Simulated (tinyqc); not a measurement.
Worked calculation (part 1 of 2): RKS/exchange-only LDA in the sto-3g basis, for H2O, spin multiplicity 1. Computed by tinyqc, a small Python program that keeps every step (integrals from PySCF). Settings: charge = 0, multiplicity = 1, basis = sto-3g, energy threshold = 1e-09, iteration cap = 59, orthogonalisation = symmetric, start = Wolfsberg-Helmholz matrix, DIIS depth = 0, method = RKS, functional = Slater exchange alone, grid = [15, 50]. Command: `OMP_NUM_THREADS=1 python tinyqc.py 21731 21732 out.jsonl` (the two numbers bound the seeds that draw the settings). One thread of a shared host (Intel(R) Xeon(R) Processor @ 2.60GHz), about 0.5 s of CPU time with the checks. Later iterations appear only in the table of the cycle.

## One-electron integrals

Geometry (angstrom):

| atom | x | y | z |
|---|---|---|---|
| O | 0.000000 | 0.000000 | 0.000000 |
| H | 0.000000 | 0.764000 | 0.507000 |
| H | 0.000000 | -0.764000 | 0.507000 |

Basis sto-3g: exponents (1/bohr^2) and contraction coefficients of normalised primitives:

| element | l (shell) | exponent | coefficient |
|---|---|---|---|
| O | s (1) | 130.709320 | 0.154329 |
| O | s (1) | 23.808861 | 0.535328 |
| O | s (1) | 6.443608 | 0.444635 |
| O | s (2) | 5.033151 | -0.099967 |
| O | s (2) | 1.169596 | 0.399513 |
| O | s (2) | 0.380389 | 0.700115 |
| O | p (3) | 5.033151 | 0.155916 |
| O | p (3) | 1.169596 | 0.607684 |
| O | p (3) | 0.380389 | 0.391957 |
| H | s (1) | 3.425251 | 0.154329 |
| H | s (1) | 0.623914 | 0.535328 |
| H | s (1) | 0.168855 | 0.444635 |

Overlap, kinetic and nuclear-attraction integrals over the contracted functions; the nuclear repulsion is the sum of Za Zb / Rab.

nuclear repulsion = 9.58030100 hartree

overlap S:
```
           1O 1s     1O 2s    1O 2px     1O 2py    1O 2pz     2H 1s      3H 1s
1O 1s   1.000000  0.236704  0.000000   0.000000  0.000000  0.059373   0.059373
1O 2s   0.236704  1.000000  0.000000   0.000000  0.000000  0.501594   0.501594
1O 2px  0.000000  0.000000  1.000000   0.000000  0.000000  0.000000   0.000000
1O 2py  0.000000  0.000000  0.000000   1.000000  0.000000  0.339172  -0.339172
1O 2pz  0.000000  0.000000  0.000000   0.000000  1.000000  0.225079   0.225079
2H 1s   0.059373  0.501594  0.000000   0.339172  0.225079  1.000000   0.246657
3H 1s   0.059373  0.501594  0.000000  -0.339172  0.225079  0.246657   1.000000
```

kinetic energy T (hartree):
```
            1O 1s      1O 2s    1O 2px     1O 2py    1O 2pz     2H 1s      3H 1s
1O 1s   29.003200  -0.168011  0.000000   0.000000  0.000000  0.000675   0.000675
1O 2s   -0.168011   0.808128  0.000000   0.000000  0.000000  0.148881   0.148881
1O 2px   0.000000   0.000000  2.528731   0.000000  0.000000  0.000000   0.000000
1O 2py   0.000000   0.000000  0.000000   2.528731  0.000000  0.263469  -0.263469
1O 2pz   0.000000   0.000000  0.000000   0.000000  2.528731  0.174841   0.174841
2H 1s    0.000675   0.148881  0.000000   0.263469  0.174841  0.760032   0.007368
3H 1s    0.000675   0.148881  0.000000  -0.263469  0.174841  0.007368   0.760032
```

nuclear attraction V (hartree):
```
             1O 1s       1O 2s      1O 2px      1O 2py      1O 2pz      2H 1s      3H 1s
1O 1s   -61.772703   -7.456294    0.000000    0.000000   -0.018708  -1.927489  -1.927489
1O 2s    -7.456294  -10.186530    0.000000    0.000000   -0.216455  -4.148635  -4.148635
1O 2px    0.000000    0.000000  -10.021900    0.000000    0.000000   0.000000   0.000000
1O 2py    0.000000    0.000000    0.000000  -10.212517    0.000000  -2.505524   2.505524
1O 2pz   -0.018708   -0.216455    0.000000    0.000000  -10.105845  -1.731849  -1.731849
2H 1s    -1.927489   -4.148635    0.000000   -2.505524   -1.731849  -5.992088  -1.645840
3H 1s    -1.927489   -4.148635    0.000000    2.505524   -1.731849  -1.645840  -5.992088
```

core Hamiltonian H = T + V (hartree):
```
             1O 1s      1O 2s     1O 2px     1O 2py     1O 2pz      2H 1s      3H 1s
1O 1s   -32.769503  -7.624305   0.000000   0.000000  -0.018708  -1.926814  -1.926814
1O 2s    -7.624305  -9.378402   0.000000   0.000000  -0.216455  -3.999754  -3.999754
1O 2px    0.000000   0.000000  -7.493169   0.000000   0.000000   0.000000   0.000000
1O 2py    0.000000   0.000000   0.000000  -7.683786   0.000000  -2.242055   2.242055
1O 2pz   -0.018708  -0.216455   0.000000   0.000000  -7.577113  -1.557008  -1.557008
2H 1s    -1.926814  -3.999754   0.000000  -2.242055  -1.557008  -5.232056  -1.638472
3H 1s    -1.926814  -3.999754   0.000000   2.242055  -1.557008  -1.638472  -5.232056
```

## Two-electron integrals

Functions are numbered as in S; the eight-fold symmetry (ij|kl) = (ji|kl) = (kl|ij) leaves the list below.

Two-electron integrals (ij|kl) in chemists' order, unique and non-zero (hartree):
```
(11|11) 4.785065    (21|11) 0.741380    (21|21) 0.136873    (22|11) 1.118947
(22|21) 0.256633    (22|22) 0.817206    (31|31) 0.024477    (32|31) 0.037809
(32|32) 0.180518    (33|11) 1.115814    (33|21) 0.256684    (33|22) 0.817023
(33|33) 0.880159    (41|41) 0.024477    (42|41) 0.037809    (42|42) 0.180518
(43|43) 0.047444    (44|11) 1.115814    (44|21) 0.256684    (44|22) 0.817023
(44|33) 0.785270    (44|44) 0.880159    (51|51) 0.024477    (52|51) 0.037809
(52|52) 0.180518    (53|53) 0.047444    (54|54) 0.047444    (55|11) 1.115814
(55|21) 0.256684    (55|22) 0.817023    (55|33) 0.785270    (55|44) 0.785270
(55|55) 0.880159    (61|11) 0.189203    (61|21) 0.034606    (61|22) 0.064370
(61|33) 0.064250    (61|41) 0.001317    (61|42) 0.002454    (61|44) 0.064505
(61|51) 0.000874    (61|52) 0.001629    (61|54) 0.000169    (61|55) 0.064362
(61|61) 0.008862    (62|11) 0.432390    (62|21) 0.100289    (62|22) 0.350336
(62|33) 0.344633    (62|41) 0.006218    (62|42) 0.046274    (62|44) 0.356288
(62|51) 0.004126    (62|52) 0.030708    (62|54) 0.007734    (62|55) 0.349765
(62|61) 0.025790    (62|62) 0.181547    (63|31) 0.010827    (63|32) 0.061799
(63|43) 0.009764    (63|53) 0.006479    (63|63) 0.026771    (64|11) 0.249291
(64|21) 0.058606    (64|22) 0.218715    (64|33) 0.208656    (64|41) 0.014038
(64|42) 0.089423    (64|44) 0.235413    (64|51) 0.002131    (64|52) 0.018332
(64|54) 0.011277    (64|55) 0.211839    (64|61) 0.015779    (64|62) 0.137681
(64|64) 0.130077    (65|11) 0.165433    (65|21) 0.038892    (65|22) 0.145142
(65|33) 0.138467    (65|41) 0.002131    (65|42) 0.018332    (65|44) 0.143264
(65|51) 0.012241    (65|52) 0.073964    (65|54) 0.012947    (65|55) 0.153538
(65|61) 0.010471    (65|62) 0.091367    (65|64) 0.068555    (65|65) 0.072265
(66|11) 0.551636    (66|21) 0.130021    (66|22) 0.517970    (66|33) 0.496849
(66|41) 0.011030    (66|42) 0.110687    (66|44) 0.540413    (66|51) 0.007319
(66|52) 0.073453    (66|54) 0.028909    (66|55) 0.516034    (66|61) 0.033785
(66|62) 0.328588    (66|64) 0.284890    (66|65) 0.189057    (66|66) 0.774606
(71|11) 0.189203    (71|21) 0.034606    (71|22) 0.064370    (71|33) 0.064250
(71|41) -0.001317   (71|42) -0.002454   (71|44) 0.064505    (71|51) 0.000874
(71|52) 0.001629    (71|54) -0.000169   (71|55) 0.064362    (71|61) 0.008712
(71|62) 0.024912    (71|64) 0.013860    (71|65) 0.010119    (71|66) 0.032167
(71|71) 0.008862    (72|11) 0.432390    (72|21) 0.100289    (72|22) 0.350336
(72|33) 0.344633    (72|41) -0.006218   (72|42) -0.046274   (72|44) 0.356288
(72|51) 0.004126    (72|52) 0.030708    (72|54) -0.007734   (72|55) 0.349765
(72|61) 0.024912    (72|62) 0.147277    (72|64) 0.076729    (72|65) 0.071987
(72|66) 0.219737    (72|71) 0.025790    (72|72) 0.181547    (73|31) 0.010827
(73|32) 0.061799    (73|43) -0.009764   (73|53) 0.006479    (73|63) 0.020992
(73|73) 0.026771    (74|11) -0.249291   (74|21) -0.058606   (74|22) -0.218715
(74|33) -0.208656   (74|41) 0.014038    (74|42) 0.089423    (74|44) -0.235413
(74|51) -0.002131   (74|52) -0.018332   (74|54) 0.011277    (74|55) -0.211839
(74|61) -0.013860   (74|62) -0.076729   (74|64) -0.019414   (74|65) -0.036611
(74|66) -0.100249   (74|71) -0.015779   (74|72) -0.137681   (74|74) 0.130077
(75|11) 0.165433    (75|21) 0.038892    (75|22) 0.145142    (75|33) 0.138467
(75|41) -0.002131   (75|42) -0.018332   (75|44) 0.143264    (75|51) 0.012241
(75|52) 0.073964    (75|54) -0.012947   (75|55) 0.153538    (75|61) 0.010119
(75|62) 0.071987    (75|64) 0.036611    (75|65) 0.055636    (75|66) 0.117869
(75|71) 0.010471    (75|72) 0.091367    (75|74) -0.068555   (75|75) 0.072265
(76|11) 0.165254    (76|21) 0.038613    (76|22) 0.144437    (76|33) 0.141471
(76|44) 0.144633    (76|51) 0.002591    (76|52) 0.022185    (76|55) 0.147058
(76|61) 0.009806    (76|62) 0.072396    (76|64) 0.047289    (76|65) 0.040962
(76|66) 0.131206    (76|71) 0.009806    (76|72) 0.072396    (76|74) -0.047289
(76|75) 0.040962    (76|76) 0.034320    (77|11) 0.551636    (77|21) 0.130021
(77|22) 0.517970    (77|33) 0.496849    (77|41) -0.011030   (77|42) -0.110687
(77|44) 0.540413    (77|51) 0.007319    (77|52) 0.073453    (77|54) -0.028909
(77|55) 0.516034    (77|61) 0.032167    (77|62) 0.219737    (77|64) 0.100249
(77|65) 0.117869    (77|66) 0.340084    (77|71) 0.033785    (77|72) 0.328588
(77|74) -0.284890   (77|75) 0.189057    (77|76) 0.131206    (77|77) 0.774606
```

## Orthogonalisation

S = U s U^T; symmetric (Loewdin) form X = U s^(-1/2) U^T, so that X^T S X = 1.

eigenvalues of S: 0.317376  0.381409  0.892955  1.000000  1.081352  1.371934  1.954974

X:
```
            1O 1s      1O 2s    1O 2px     1O 2py     1O 2pz      2H 1s      3H 1s
1O 1s    1.024392  -0.145846  0.000000   0.000000  -0.010144   0.023035   0.023035
1O 2s   -0.145846   1.285560  0.000000   0.000000   0.115992  -0.325998  -0.325998
1O 2px   0.000000   0.000000  1.000000   0.000000   0.000000   0.000000   0.000000
1O 2py   0.000000   0.000000  0.000000   1.141179   0.000000  -0.262106   0.262106
1O 2pz  -0.010144   0.115992  0.000000   0.000000   1.051035  -0.143890  -0.143890
2H 1s    0.023035  -0.325998  0.000000  -0.262106  -0.143890   1.240479  -0.091312
3H 1s    0.023035  -0.325998  0.000000   0.262106  -0.143890  -0.091312   1.240479
```

## Starting guess

The start is the generalised Wolfsberg-Helmholz matrix (K = 1.75) built on H; D = 2 C_occ C_occ^T.

D at the start:
```
            1O 1s      1O 2s    1O 2px     1O 2py     1O 2pz      2H 1s      3H 1s
1O 1s    2.058116  -0.220079  0.000000   0.000000   0.110726  -0.150103  -0.150103
1O 2s   -0.220079   1.036530  0.000000   0.000000  -0.403854   0.352156   0.352156
1O 2px   0.000000   0.000000  2.000000   0.000000   0.000000   0.000000   0.000000
1O 2py   0.000000   0.000000  0.000000   1.280130   0.000000   0.395149  -0.395149
1O 2pz   0.110726  -0.403854  0.000000   0.000000   1.851868   0.104928   0.104928
2H 1s   -0.150103   0.352156  0.000000   0.395149   0.104928   0.279313   0.035365
3H 1s   -0.150103   0.352156  0.000000  -0.395149   0.104928   0.035365   0.279313
```

## Iteration 1: exchange-correlation on the grid

Becke grid with 15 radial and 50 angular points per atom, points of zero weight dropped. rho = sum D_ij phi_i phi_j; V_xc,ij = sum w v_xc phi_i phi_j; v_xc is d(rho eps)/d rho.

The 12 grid points with the largest w rho, of 2248 (bohr, atomic units):

| x | y | z | w | rho | eps_xc | v_xc |
|---|---|---|---|---|---|---|
| -0.636396 | 0.000000 | -0.636396 | 0.082946 | 0.678627 | -0.649026 | -0.865368 |
| 0.636396 | 0.000000 | -0.636396 | 0.082946 | 0.678627 | -0.649026 | -0.865368 |
| -0.929964 | 0.000000 | -0.929964 | 0.232020 | 0.233193 | -0.454594 | -0.606125 |
| 0.929964 | 0.000000 | -0.929964 | 0.232020 | 0.233193 | -0.454594 | -0.606125 |
| 0.000000 | 0.636396 | -0.636396 | 0.082788 | 0.606670 | -0.625224 | -0.833632 |
| 0.000000 | -0.636396 | -0.636396 | 0.082788 | 0.606670 | -0.625224 | -0.833632 |
| 0.271360 | 0.271360 | -0.814081 | 0.074121 | 0.673333 | -0.647334 | -0.863112 |
| -0.271360 | 0.271360 | -0.814081 | 0.074121 | 0.673333 | -0.647334 | -0.863112 |
| -0.271360 | -0.271360 | -0.814081 | 0.074121 | 0.673333 | -0.647334 | -0.863112 |
| 0.271360 | -0.271360 | -0.814081 | 0.074121 | 0.673333 | -0.647334 | -0.863112 |
| 0.000000 | 0.929964 | -0.929964 | 0.228845 | 0.212105 | -0.440455 | -0.587274 |
| 0.000000 | -0.929964 | -0.929964 | 0.228845 | 0.212105 | -0.440455 | -0.587274 |

electrons on the grid, sum of w rho = 10.000812

E_xc = sum of w rho eps_xc = -8.35946162 hartree

V_xc (hartree):
```
            1O 1s      1O 2s     1O 2px     1O 2py     1O 2pz      2H 1s      3H 1s
1O 1s   -2.821976  -0.399460   0.000000   0.000000   0.002092  -0.102438  -0.102438
1O 2s   -0.399460  -0.744285   0.000000   0.000000   0.004715  -0.301126  -0.301126
1O 2px   0.000000   0.000000  -0.739032   0.000000   0.000000   0.000000   0.000000
1O 2py   0.000000   0.000000   0.000000  -0.737880   0.000000  -0.184178   0.184178
1O 2pz   0.002092   0.004715   0.000000   0.000000  -0.741791  -0.121985  -0.121985
2H 1s   -0.102438  -0.301126   0.000000  -0.184178  -0.121985  -0.411100  -0.113471
3H 1s   -0.102438  -0.301126   0.000000   0.184178  -0.121985  -0.113471  -0.411100
```

## Iteration 1: building the Kohn-Sham matrix

J_ij = sum D_kl (ij|kl); F = H + J + V_xc; E = tr D H + tr D J / 2 + E_xc + E_nn.

Coulomb J (hartree):
```
            1O 1s     1O 2s    1O 2px     1O 2py     1O 2pz     2H 1s      3H 1s
1O 1s   17.686856  3.353723  0.000000   0.000000  -0.007052  0.847328   0.847328
1O 2s    3.353723  8.391009  0.000000   0.000000   0.007466  3.556467   3.556467
1O 2px   0.000000  0.000000  8.372501   0.000000   0.000000  0.000000   0.000000
1O 2py   0.000000  0.000000  0.000000   8.389322   0.000000  2.203859  -2.203859
1O 2pz  -0.007052  0.007466  0.000000   0.000000   8.388077  1.468886   1.468886
2H 1s    0.847328  3.556467  0.000000   2.203859   1.468886  5.254213   1.459656
3H 1s    0.847328  3.556467  0.000000  -2.203859   1.468886  1.459656   5.254213
```

Kohn-Sham matrix F (hartree):
```
             1O 1s      1O 2s    1O 2px     1O 2py     1O 2pz      2H 1s      3H 1s
1O 1s   -17.904623  -4.670043  0.000000   0.000000  -0.023668  -1.181924  -1.181924
1O 2s    -4.670043  -1.731677  0.000000   0.000000  -0.204275  -0.744414  -0.744414
1O 2px    0.000000   0.000000  0.140300   0.000000   0.000000   0.000000   0.000000
1O 2py    0.000000   0.000000  0.000000  -0.032344   0.000000  -0.222374   0.222374
1O 2pz   -0.023668  -0.204275  0.000000   0.000000   0.069174  -0.210107  -0.210107
2H 1s    -1.181924  -0.744414  0.000000  -0.222374  -0.210107  -0.388944  -0.292287
3H 1s    -1.181924  -0.744414  0.000000   0.222374  -0.210107  -0.292287  -0.388944
```

total energy of this density = -73.84825047 hartree

## Iteration 1: diagonalisation and new density

Diagonalise F' = X^T F X, C = X C', fill 5 alpha and 5 beta electrons from the bottom; D = 2 C_occ C_occ^T. Each column has its largest component positive (the first on a tie).

F' = X^T F X (hartree):
```
            1          2         3          4          5          6          7
1  -17.532314  -2.556330  0.000000   0.000000  -0.033646  -0.201809  -0.201809
2   -2.556330  -0.640606  0.000000   0.000000  -0.050115  -0.365290  -0.365290
3    0.000000   0.000000  0.140300   0.000000   0.000000   0.000000   0.000000
4    0.000000   0.000000  0.000000   0.210655   0.000000  -0.325107   0.325107
5   -0.033646  -0.050115  0.000000   0.000000   0.154650  -0.193203  -0.193203
6   -0.201809  -0.365290  0.000000  -0.325107  -0.193203   0.041190  -0.093426
7   -0.201809  -0.365290  0.000000   0.325107  -0.193203  -0.093426   0.041190
```

orbital energies (hartree): MO1 -17.917998, MO2 -0.686914, MO3 -0.288704, MO4 0.076637, MO5 0.140300, MO6 0.457770, MO7 0.633975

coefficients C:
```
              MO1        MO2        MO3        MO4       MO5        MO6        MO7
1O 1s    0.992261  -0.210317   0.000000  -0.152110  0.000000  -0.140928   0.000000
1O 2s    0.035690   0.678095   0.000000   0.746980  0.000000   0.938548   0.000000
1O 2px   0.000000   0.000000   0.000000   0.000000  1.000000   0.000000   0.000000
1O 2py   0.000000   0.000000   0.500278   0.000000  0.000000   0.000000   1.090601
1O 2pz   0.005606   0.212619   0.000000  -0.697971  0.000000   0.791985   0.000000
2H 1s   -0.009164   0.245225   0.515256  -0.316199  0.000000  -0.792212  -0.830689
3H 1s   -0.009164   0.245225  -0.515256  -0.316199  0.000000  -0.792212   0.830689
```

D after iteration 1:
```
            1O 1s      1O 2s    1O 2px     1O 2py     1O 2pz      2H 1s      3H 1s
1O 1s    2.103906  -0.441649  0.000000   0.000000   0.134028  -0.025143  -0.025143
1O 2s   -0.441649   2.038130  0.000000   0.000000  -0.753988  -0.140471  -0.140471
1O 2px   0.000000   0.000000  2.000000   0.000000   0.000000   0.000000   0.000000
1O 2py   0.000000   0.000000  0.000000   0.500556   0.000000   0.515542  -0.515542
1O 2pz   0.134028  -0.753988  0.000000   0.000000   1.064802   0.545571   0.545571
2H 1s   -0.025143  -0.140471  0.000000   0.515542   0.545571   0.851379  -0.210574
3H 1s   -0.025143  -0.140471  0.000000  -0.515542   0.545571  -0.210574   0.851379
```

## Iteration 2: exchange-correlation on the grid

As before.

The 12 grid points with the largest w rho, of 2248 (bohr, atomic units):

| x | y | z | w | rho | eps_xc | v_xc |
|---|---|---|---|---|---|---|
| 0.636396 | 0.000000 | -0.636396 | 0.082946 | 0.684995 | -0.651050 | -0.868066 |
| -0.636396 | 0.000000 | -0.636396 | 0.082946 | 0.684995 | -0.651050 | -0.868066 |
| 0.929964 | 0.000000 | -0.929964 | 0.232020 | 0.229153 | -0.451954 | -0.602605 |
| -0.929964 | 0.000000 | -0.929964 | 0.232020 | 0.229153 | -0.451954 | -0.602605 |
| 0.814081 | -0.271360 | -0.271360 | 0.074078 | 0.677362 | -0.648622 | -0.864830 |
| -0.814081 | -0.271360 | -0.271360 | 0.074078 | 0.677362 | -0.648622 | -0.864830 |
| 0.814081 | 0.271360 | -0.271360 | 0.074078 | 0.677362 | -0.648622 | -0.864830 |
| -0.814081 | 0.271360 | -0.271360 | 0.074078 | 0.677362 | -0.648622 | -0.864830 |
| 1.189614 | -0.396538 | -0.396538 | 0.206430 | 0.229452 | -0.452150 | -0.602866 |
| -1.189614 | -0.396538 | -0.396538 | 0.206430 | 0.229452 | -0.452150 | -0.602866 |
| 1.189614 | 0.396538 | -0.396538 | 0.206430 | 0.229452 | -0.452150 | -0.602866 |
| -1.189614 | 0.396538 | -0.396538 | 0.206430 | 0.229452 | -0.452150 | -0.602866 |

electrons on the grid, sum of w rho = 10.001323

E_xc = sum of w rho eps_xc = -8.12254681 hartree

V_xc (hartree):
```
            1O 1s      1O 2s     1O 2px     1O 2py     1O 2pz      2H 1s      3H 1s
1O 1s   -2.818911  -0.391767   0.000000   0.000000   0.004256  -0.100429  -0.100429
1O 2s   -0.391767  -0.719091   0.000000   0.000000   0.008845  -0.299010  -0.299010
1O 2px   0.000000   0.000000  -0.728684   0.000000   0.000000   0.000000   0.000000
1O 2py   0.000000   0.000000   0.000000  -0.704309   0.000000  -0.187223   0.187223
1O 2pz   0.004256   0.008845   0.000000   0.000000  -0.709406  -0.124548  -0.124548
2H 1s   -0.100429  -0.299010   0.000000  -0.187223  -0.124548  -0.453106  -0.116373
3H 1s   -0.100429  -0.299010   0.000000   0.187223  -0.124548  -0.116373  -0.453106
```

## Iteration 2: building the Kohn-Sham matrix

As before.

Coulomb J (hartree):
```
            1O 1s     1O 2s    1O 2px     1O 2py     1O 2pz     2H 1s      3H 1s
1O 1s   17.154133  3.228147  0.000000   0.000000  -0.010378  0.815711   0.815711
1O 2s    3.228147  8.091623  0.000000   0.000000   0.035444  3.470722   3.470722
1O 2px   0.000000  0.000000  8.094371   0.000000   0.000000  0.000000   0.000000
1O 2py   0.000000  0.000000  0.000000   8.084009   0.000000  2.167278  -2.167278
1O 2pz  -0.010378  0.035444  0.000000   0.000000   8.072504  1.458522   1.458522
2H 1s    0.815711  3.470722  0.000000   2.167278   1.458522  5.274722   1.441322
3H 1s    0.815711  3.470722  0.000000  -2.167278   1.458522  1.441322   5.274722
```

Kohn-Sham matrix F (hartree):
```
             1O 1s      1O 2s     1O 2px     1O 2py     1O 2pz      2H 1s      3H 1s
1O 1s   -18.434280  -4.787926   0.000000   0.000000  -0.024831  -1.211533  -1.211533
1O 2s    -4.787926  -2.005871   0.000000   0.000000  -0.172166  -0.828042  -0.828042
1O 2px    0.000000   0.000000  -0.127483   0.000000   0.000000   0.000000   0.000000
1O 2py    0.000000   0.000000   0.000000  -0.304086   0.000000  -0.262000   0.262000
1O 2pz   -0.024831  -0.172166   0.000000   0.000000  -0.214015  -0.223033  -0.223033
2H 1s    -1.211533  -0.828042   0.000000  -0.262000  -0.223033  -0.410441  -0.313523
3H 1s    -1.211533  -0.828042   0.000000   0.262000  -0.223033  -0.313523  -0.410441
```

total energy of this density = -73.99421867 hartree
